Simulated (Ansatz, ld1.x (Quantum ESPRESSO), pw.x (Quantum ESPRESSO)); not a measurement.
pw.x on bcc K: one setting changed

Potential: norm-conserving Troullier–Martins (Kleinman–Bylander form), ld1.x (Quantum ESPRESSO) 7.5, PBEsol; core [Ar], reference 4s1 4p0; waves: 4s (bound): rc 4.20 bohr; 4p (bound, empty): rc 4.20 bohr; 3d channel at 0.15 Ry: rc 3.65 bohr; 4f channel at -0.1 Ry: rc 4.45 bohr; local part: all-electron potential smoothed inside 3.65 bohr (lloc = -1); core correction: a·sin(br)/r model core, default radius (core density twice the valence density).

The reference run (k-mesh 9³, cutoffs 50/200 Ry, Fermi–Dirac 0.01 Ry, mixing_beta 0.4, conv_thr 1e-9, no spin) gives 0.00 GPa at 71.488 Å³/atom, where all-electron LAPW gives -0.01 GPa. This run, with its own iteration cap, changes mixing_beta to 0.7.

```
&control
  calculation='scf', prefix='x', pseudo_dir='./', outdir='./tmp', tstress=.true., disk_io='none'
/
&system
  ibrav=0, nat=1, ntyp=1, ecutwfc=50, ecutrho=200, nbnd=7,
  occupations='smearing', smearing='fd', degauss=0.01
/
&electrons
  conv_thr=1e-09, mixing_beta=0.7, electron_maxstep=50
/
ATOMIC_SPECIES
K 1.0 K.UPF
CELL_PARAMETERS angstrom
  -2.61451448 2.61451448 2.61451448
  2.61451448 -2.61451448 2.61451448
  2.61451448 2.61451448 -2.61451448
ATOMIC_POSITIONS crystal
K 0.0000 0.0000 0.0000
K_POINTS automatic
9 9 9 0 0 0
```

```bash
pw.x < K.scf.in > K.scf.out
```

Task: How does the run end?

Result: It converges in 4 iterations; the free energy moves by +0.0 meV/atom and the pressure by +0.00 GPa. The result is that of the reference run.

```
Message from routine setup:
     using ibrav=0 with symmetry is DISCOURAGED, use correct ibrav instead
     lattice parameter (alat)  =       8.5576  a.u.
     unit-cell volume          =     482.4249 (a.u.)^3
     number of electrons       =         1.00
     number of Kohn-Sham states=            7
     kinetic-energy cutoff     =      50.0000  Ry
     charge density cutoff     =     200.0000  Ry
     scf convergence threshold =      1.0E-09
     Exchange-correlation= PBESOL
     number of k points=    35  Fermi-Dirac smearing, width (Ry)=  0.0100
     iteration #  1     ecut=    50.00 Ry     beta= 0.70
     c_bands:  4 eigenvalues not converged
     c_bands:  1 eigenvalues not converged
     c_bands:  4 eigenvalues not converged
     c_bands:  1 eigenvalues not converged
     c_bands:  1 eigenvalues not converged
     c_bands:  1 eigenvalues not converged
     [... 2 repeated lines left out ...]
     total energy              =      -0.80152078 Ry
     estimated scf accuracy    <       0.00046866 Ry
     iteration #  2     ecut=    50.00 Ry     beta= 0.70
     total energy              =      -0.80152277 Ry
     estimated scf accuracy    <       0.00004247 Ry
     iteration #  3     ecut=    50.00 Ry     beta= 0.70
     [... 3 repeated lines left out ...]
     total energy              =      -0.80152330 Ry
     estimated scf accuracy    <          5.2E-09 Ry
     iteration #  4     ecut=    50.00 Ry     beta= 0.70
     the Fermi energy is    -0.3084 ev
!    total energy              =      -0.80152335 Ry
     estimated scf accuracy    <          3.1E-10 Ry
     smearing contrib. (-TS)   =      -0.00324288 Ry
     The total energy is F=E-TS. E is the sum of the following terms:
     one-electron contribution =       0.27474089 Ry
     hartree contribution      =       0.00155071 Ry
     xc contribution           =      -0.70628201 Ry
     ewald contribution        =      -0.36829007 Ry
     convergence has been achieved in   4 iterations
          total   stress  (Ry/bohr**3)                   (kbar)     P=        0.04
     Message from routine punch:
     Nothing written, as per user request (disk_io='none')
```

The run took about 17 s on one core of a shared host (Neoverse-N1, 64 threads, 124 GiB, load 54).
